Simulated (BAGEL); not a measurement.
# CH5AlO (SMILES [CH3][AlH][OH]): a chain of runs

Aim: the energy (HF/def2-SVP), then a single-point energy (NEVPT2(2,2)/def2-SVP), then the energy (CASPT2(2,2)/def2-SVP) of CH5AlO. 

The results are computed with BAGEL 1.2.2.

1 further run of the same task is left out (set aside as unsound or not needed).

### 1 The system as given

CH5AlO: 8 atoms, total charge 0, spin state singlet. As SMILES, `[CH3][AlH][OH]`. One bond was lengthened or shortened from a relaxed shape.

Bond lengths: C1–Al2 1.941 Å, Al2–O3 1.701 Å, C1–H4 0.931 Å, C1–H5 1.092 Å, C1–H6 1.095 Å, Al2–H7 1.589 Å, O3–H8 0.956 Å. Angles: C1–Al2–O3 117.6°, C1–Al2–H7 124.2°, O3–Al2–H7 118.3°, Al2–C1–H4 111.0°, Al2–C1–H5 111.9°, Al2–C1–H6 111.2°, Al2–O3–H8 122.5°, H4–C1–H5 107.9°, H4–C1–H6 106.4°, H5–C1–H6 108.2°.

### 2 The energy at HF/def2-SVP (density fitting with svp-jkfit) (run 1)

job.json

```json
{ "bagel": [

{
  "title": "molecule",
  "basis": "svp",
  "df_basis": "svp-jkfit",
  "angstrom": "false",
  "geometry": [
    { "atom": "C", "xyz": [ -1.34167153,  2.13168855, -0.07156582 ] },
    { "atom": "Al", "xyz": [  1.22382065, -0.46933049, -0.39092953 ] },
    { "atom": "O", "xyz": [  1.15749127, -2.89233733,  1.71932763 ] },
    { "atom": "H", "xyz": [ -0.61434996,  3.69346971,  0.28213611 ] },
    { "atom": "H", "xyz": [ -2.68999112,  1.70309866,  1.43114440 ] },
    { "atom": "H", "xyz": [ -2.39576077,  2.36374692, -1.83638105 ] },
    { "atom": "H", "xyz": [  3.37262823, -0.46989741, -2.48909245 ] },
    { "atom": "H", "xyz": [  2.36049092, -4.23914514,  1.68663537 ] }
  ]
},
{ "title": "hf" },
{ "title": "print", "file": "orbitals.molden", "orbitals": "true" }

]}
```

The run is started by

```bash
$ BAGEL_NUM_THREADS=1 BAGEL job.json > job.out
```

What it wrote:

```text
* using 1 threads per process

  ===============================================================
  ===============================================================

  *** Geometry ***

  { "atom" : "C", "xyz" : [     -1.341672,      2.131689,     -0.071566 ] },
  { "atom" : "Al", "xyz" : [      1.223821,     -0.469330,     -0.390930 ] },
  { "atom" : "O", "xyz" : [      1.157491,     -2.892337,      1.719328 ] },
  { "atom" : "H", "xyz" : [     -0.614350,      3.693470,      0.282136 ] },
  { "atom" : "H", "xyz" : [     -2.689991,      1.703099,      1.431144 ] },
  { "atom" : "H", "xyz" : [     -2.395761,      2.363747,     -1.836381 ] },
  { "atom" : "H", "xyz" : [      3.372628,     -0.469897,     -2.489092 ] },
  { "atom" : "H", "xyz" : [      2.360491,     -4.239145,      1.686635 ] },

  Number of auxiliary basis functions:      370

  Since a DF basis is specified, we compute 2- and 3-index integrals:
    o Being stored without compression. Storage requirement is 0.015 GB

  Number of basis functions:       71
  Number of electrons      :       32

    * METHOD: MOLECULE                             0.13

  *** RHF ***

  === Nuclear Repulsion ===
    99.7015369587

      * DIIS with orbital gradients will be used.

  === RHF iteration (svp) ===
      0       -357.17577380          0.02642199           0.04
      1       -357.33554033          0.01663119           0.03
      2       -357.42217493          0.00201840           0.03
      3       -357.42376663          0.00073912           0.03
      4       -357.42398712          0.00008916           0.03
      5       -357.42399228          0.00001761           0.03
      6       -357.42399251          0.00000427           0.03
      7       -357.42399252          0.00000107           0.03
      8       -357.42399252          0.00000038           0.03
      9       -357.42399252          0.00000013           0.03
     10       -357.42399252          0.00000004           0.03
     11       -357.42399252          0.00000001           0.03
    * SCF iteration converged.

    * Permanent dipole moment:
           (   -0.283851,     0.037108,     0.202716) a.u.

    * METHOD: HF                                   0.51

    * METHOD: PRINT                                0.02

  ===============================================================
```

Run time: 1.1 s. Hardware: 1 thread of AMD EPYC 7R43 (Zen 3), shared host; peak memory 0.081 GiB.

### 3 A single-point energy at NEVPT2(2,2)/def2-SVP (density fitting with svp-jkfit) (run 2)

input.json

```json
{ "bagel": [

{
  "title": "molecule",
  "basis": "svp",
  "df_basis": "svp-jkfit",
  "angstrom": false,
  "geometry": [
    { "atom": "C", "xyz": [    -1.34167153,     2.13168855,    -0.07156582 ] },
    { "atom": "Al", "xyz": [     1.22382065,    -0.46933049,    -0.39092953 ] },
    { "atom": "O", "xyz": [     1.15749127,    -2.89233733,     1.71932763 ] },
    { "atom": "H", "xyz": [    -0.61434996,     3.69346971,     0.28213611 ] },
    { "atom": "H", "xyz": [    -2.68999112,     1.70309866,     1.43114440 ] },
    { "atom": "H", "xyz": [    -2.39576077,     2.36374692,    -1.83638105 ] },
    { "atom": "H", "xyz": [     3.37262823,    -0.46989741,    -2.48909245 ] },
    { "atom": "H", "xyz": [     2.36049092,    -4.23914514,     1.68663537 ] }
  ]
},

{
  "title": "hf"
},

{
  "title": "casscf",
  "nstate": 1,
  "nact": 2,
  "nclosed": 15,
  "active": [9, 39],
  "maxiter": 200,
  "natocc": true
},

{
  "title": "nevpt2",
  "nstate": 1,
  "nact": 2,
  "nclosed": 15,
  "active": [9, 39],
  "maxiter": 200,
  "natocc": true,
  "ncore": 7
},

{
  "title": "print",
  "file": "orbitals.molden",
  "orbitals": true
}

]}
```

The run is started by

```bash
$ BAGEL_NUM_THREADS=1 BAGEL input.json > input.out
```

What it wrote:

```text
* using 1 threads per process

  ===============================================================
  ===============================================================

  *** Geometry ***

  { "atom" : "C", "xyz" : [     -1.341672,      2.131689,     -0.071566 ] },
  { "atom" : "Al", "xyz" : [      1.223821,     -0.469330,     -0.390930 ] },
  { "atom" : "O", "xyz" : [      1.157491,     -2.892337,      1.719328 ] },
  { "atom" : "H", "xyz" : [     -0.614350,      3.693470,      0.282136 ] },
  { "atom" : "H", "xyz" : [     -2.689991,      1.703099,      1.431144 ] },
  { "atom" : "H", "xyz" : [     -2.395761,      2.363747,     -1.836381 ] },
  { "atom" : "H", "xyz" : [      3.372628,     -0.469897,     -2.489092 ] },
  { "atom" : "H", "xyz" : [      2.360491,     -4.239145,      1.686635 ] },

  Number of auxiliary basis functions:      370

  Since a DF basis is specified, we compute 2- and 3-index integrals:
    o Being stored without compression. Storage requirement is 0.015 GB

  Number of basis functions:       71
  Number of electrons      :       32

    * METHOD: MOLECULE                             0.13

  *** RHF ***

  === Nuclear Repulsion ===
    99.7015369587

      * DIIS with orbital gradients will be used.

  === RHF iteration (svp) ===
      0       -357.17577380          0.02642199           0.03
      1       -357.33554033          0.01663119           0.02
      2       -357.42217493          0.00201840           0.02
      3       -357.42376663          0.00073912           0.02
      4       -357.42398712          0.00008916           0.02
      5       -357.42399228          0.00001761           0.02
      6       -357.42399251          0.00000427           0.02
      7       -357.42399252          0.00000107           0.02
      8       -357.42399252          0.00000038           0.02
      9       -357.42399252          0.00000013           0.02
     10       -357.42399252          0.00000004           0.02
     11       -357.42399252          0.00000001           0.02
    * SCF iteration converged.

    * Permanent dipole moment:
           (   -0.283851,     0.037108,     0.202716) a.u.

    * METHOD: HF                                   0.40

  ---------------------------
      CASSCF calculation
  ---------------------------

    ==== Active orbitals : =====
         Orbital 9
         Orbital 39
    ============================

    * nstate   :      1
    * nclosed  :     15
    * nact     :      2
    * nvirt    :     54
  === CASSCF iteration (svp) ===

    * Using the second-order algorithm

      0  0      -357.42430955     5.77e-05      0.01

      1  0      -357.42485951     1.28e-04      0.11

      2  0      -357.43276949     6.55e-04      0.11

      3  0      -357.43519325     2.50e-04      0.15

      4  0      -357.43528713     3.70e-05      0.14

      5  0      -357.43528858     8.09e-06      0.12

      6  0      -357.43528860     1.94e-06      0.13

      7  0      -357.43528860     4.85e-07      0.13

      8  0      -357.43528860     1.21e-07      0.12

      9  0      -357.43528860     2.99e-08      0.11

     10  0      -357.43528860     7.39e-09      0.10

    * Second-order optimization converged. *

     guess   0:   closed 1.                   open ..

  === FCI iteration ===

      0  0      -357.42390616     8.09e-02      0.00
      1  0      -357.43528656     8.11e-04      0.00
      2  0 *    -357.43528860     9.32e-16      0.00

     * ci vector, state   0, <S^2> = 0.0000
       2.     0.9975366326
       .2    -0.0701474641

    * METHOD: CASSCF                               1.30

    * freezing 7 orbitals

  === DF-NEVPT2 calculation ===

    * 3-index integral transformation done
    * assembly done

      NEVPT2 correlation energy:   -0.3873185039      0.08

          (+0)     -0.3346769087
          (+0)'    -0.0143532516
          (+1)     -0.0025604756
          (+1)'    -0.0000000000
          (+2)     -0.0001396285
          (-1)     -0.0250972116
          (-1)'     0.0000000000
          (-2)     -0.0104910278

      NEVPT2 total energy:       -357.8226071067

    * METHOD: NEVPT2                               0.13

    * METHOD: PRINT                                0.02

  ===============================================================
```

It took 2.4 s on 1 thread of AMD EPYC 7R43 (Zen 3), shared host; peak memory 0.14 GiB.

### 4 A single-point energy at CASPT2(2,2)/def2-SVP (density fitting with svp-jkfit) (run 3)

job.json: that of step 2 with these lines changed.

```diff
@@ -6,3 +6,2 @@
   "df_basis": "svp-jkfit",
-  "angstrom": "false",
   "geometry": [
@@ -19,3 +18,5 @@
 { "title": "hf" },
-{ "title": "print", "file": "orbitals.molden", "orbitals": "true" }
+{ "title": "casscf", "nstate": 1, "nact": 2, "nclosed": 15, "active": [9, 39], "maxiter": 200, "natocc": true },
+{ "title": "print", "file": "orbitals.molden", "orbitals": true },
+{ "title": "smith", "method": "caspt2", "ms": true, "xms": true, "sssr": true, "shift": 0.2, "shift_imag": true, "ncore": 7 }
```

The run is started by

```bash
$ BAGEL_NUM_THREADS=1 BAGEL job.json > job.out
```

What it wrote:

```text
* using 1 threads per process

  ===============================================================
  ===============================================================

  *** Geometry ***

  { "atom" : "C", "xyz" : [     -1.341672,      2.131689,     -0.071566 ] },
  { "atom" : "Al", "xyz" : [      1.223821,     -0.469330,     -0.390930 ] },
  { "atom" : "O", "xyz" : [      1.157491,     -2.892337,      1.719328 ] },
  { "atom" : "H", "xyz" : [     -0.614350,      3.693470,      0.282136 ] },
  { "atom" : "H", "xyz" : [     -2.689991,      1.703099,      1.431144 ] },
  { "atom" : "H", "xyz" : [     -2.395761,      2.363747,     -1.836381 ] },
  { "atom" : "H", "xyz" : [      3.372628,     -0.469897,     -2.489092 ] },
  { "atom" : "H", "xyz" : [      2.360491,     -4.239145,      1.686635 ] },

  Number of auxiliary basis functions:      370

  Since a DF basis is specified, we compute 2- and 3-index integrals:
    o Being stored without compression. Storage requirement is 0.015 GB

  Number of basis functions:       71
  Number of electrons      :       32

    * METHOD: MOLECULE                             0.13

  *** RHF ***

  === Nuclear Repulsion ===
    99.7015369587

      * DIIS with orbital gradients will be used.

  === RHF iteration (svp) ===
      0       -357.17577380          0.02642199           0.04
      1       -357.33554033          0.01663119           0.03
      2       -357.42217493          0.00201840           0.03
      3       -357.42376663          0.00073912           0.03
      4       -357.42398712          0.00008916           0.03
      5       -357.42399228          0.00001761           0.03
      6       -357.42399251          0.00000427           0.03
      7       -357.42399252          0.00000107           0.03
      8       -357.42399252          0.00000038           0.03
      9       -357.42399252          0.00000013           0.03
     10       -357.42399252          0.00000004           0.03
     11       -357.42399252          0.00000001           0.03
    * SCF iteration converged.

    * Permanent dipole moment:
           (   -0.283851,     0.037108,     0.202716) a.u.

    * METHOD: HF                                   0.50

  ---------------------------
      CASSCF calculation
  ---------------------------

    ==== Active orbitals : =====
         Orbital 9
         Orbital 39
    ============================

    * nstate   :      1
    * nclosed  :     15
    * nact     :      2
    * nvirt    :     54
  === CASSCF iteration (svp) ===

    * Using the second-order algorithm

      0  0      -357.42430955     5.77e-05      0.01

      1  0      -357.42485951     1.28e-04      0.13

      2  0      -357.43276949     6.55e-04      0.12

      3  0      -357.43519325     2.50e-04      0.14

      4  0      -357.43528713     3.70e-05      0.13

      5  0      -357.43528858     8.09e-06      0.12

      6  0      -357.43528860     1.94e-06      0.13

      7  0      -357.43528860     4.85e-07      0.13

      8  0      -357.43528860     1.21e-07      0.13

      9  0      -357.43528860     2.99e-08      0.14

     10  0      -357.43528860     7.39e-09      0.11

    * Second-order optimization converged. *

     guess   0:   closed 1.                   open ..

  === FCI iteration ===

      0  0      -357.42390616     8.09e-02      0.00
      1  0      -357.43528656     8.11e-04      0.00
      2  0 *    -357.43528860     9.32e-16      0.00

     * ci vector, state   0, <S^2> = 0.0000
       2.     0.9975366326
       .2    -0.0701474641

    * METHOD: CASSCF                               1.36

    * METHOD: PRINT                                0.02

  === SMITH program ===

    * freezing 7 orbitals

    * Approximate memory requirement for SMITH calulation per MPI process:
      o Storage requirement for T-amplitude, lambda, and residual is 0.01 GB
      o Storage requirement for MO integrals is 0.00 GB
    * Calculating and saving rdm4f

    * Zeroth order energy : state  0       -1.3239276927

    * CASPT2 iteration is performed using orthogonal basis

      -------------------------------------------  CASPT2 iteration  ---------------------------------------------------
       #      aibj      arbs      arbi      airj      risj      airs      arst      rist         Etot      error   time
      ------------------------------------------------------------------------------------------------------------------

       0  -0.33410  -0.01250  -0.02569  -0.00296  -0.00020  -0.01239  -0.00000  -0.00000   -0.3878551  0.0022635   0.04
       1  -0.33440  -0.01260  -0.02583  -0.00308  -0.00023  -0.01289  -0.00000  -0.00000   -0.3890259  0.0004505   0.03
       2  -0.33443  -0.01260  -0.02583  -0.00309  -0.00023  -0.01291  -0.00000  -0.00000   -0.3890827  0.0000993   0.03
       3  -0.33442  -0.01260  -0.02583  -0.00308  -0.00023  -0.01292   0.00000  -0.00000   -0.3890850  0.0000234   0.03
       4  -0.33442  -0.01260  -0.02583  -0.00308  -0.00023  -0.01292  -0.00000  -0.00000   -0.3890851  0.0000057   0.03
       5  -0.33442  -0.01260  -0.02583  -0.00308  -0.00023  -0.01292  -0.00000  -0.00000   -0.3890852  0.0000012   0.03
       6  -0.33442  -0.01260  -0.02583  -0.00308  -0.00023  -0.01292   0.00000  -0.00000   -0.3890852  0.0000003   0.04

      ------------------------------------------------------------------------------------------------------------------

    * CASPT2 energy : state  0     -357.8261609146
        w/o shift correction       -357.8243737582
        reference weight              0.8920247800

    * METHOD: SMITH                                0.32

  ===============================================================
```

It took 2.8 s on 1 thread of AMD EPYC 7R43 (Zen 3), shared host; peak memory 0.14 GiB.

### 5 Results

| quantity | value |
| --- | --- |
| run 1, HF/def2-SVP: total energy | -357.42399 Eh |
| run 1, HF/def2-SVP: dipole moment | 0.89 D |
| run 1, HF/def2-SVP: HOMO energy | -11.11 eV |
| run 1, HF/def2-SVP: LUMO energy | 2.46 eV |
| run 1, HF/def2-SVP: HOMO–LUMO gap | 13.56 eV |
| run 2, NEVPT2(2,2)/def2-SVP: total energy | -357.82261 Eh |
| run 3, CASPT2(2,2)/def2-SVP: total energy | -357.82616 Eh |
